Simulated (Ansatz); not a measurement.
Results of PBE (PAW; Ansatz, a program for electronic structure) for tetradymite Bi2Se3.

Numerical settings: plane-wave cutoff 500 eV, 12×12×12 k mesh, Fermi–Dirac smearing 0.05 eV, scalar-relativistic PAW data made under PBE.

Cell (relaxed at this level):

Space group R-3m, hexagonal axes (No. 166); a = b = 4.1893 Å, c = 31.4439 Å, α = β = 90.00°, γ = 120.00°

```
atom  site  symmetry       x       y       z
----  ----  --------  ------  ------  ------
Bi      6c        3m  0.0000  0.0000  0.3954
Se      3a       -3m  0.0000  0.0000  0.0000
Se      6c        3m  0.0000  0.0000  0.2216
```
(The calculation used a cell of 5 atoms; values per cell refer to that cell.)

### Question
Estimate the band gap that the calculation returns.

### Answer

band gap: 0.70 eV (on the SCF k mesh)

Measured, for comparison: band gap 0.3 eV (temperature not stated, no zero-point or thermal correction; as tabulated in Park and Ryu (2016), arXiv:1610.06451).

Note: the cell comes from a level without a dispersion term, which matters for the spacing of layers, chains or molecules; the cell has widely spaced layers and the level no dispersion term, so their spacing and the moduli can rest on weak binding.

Spin–orbit coupling is not included; with these elements it can move the gap by several tenths of an eV or more.

Computed values are for the static lattice.

Computing time: roughly 16 core-minutes.
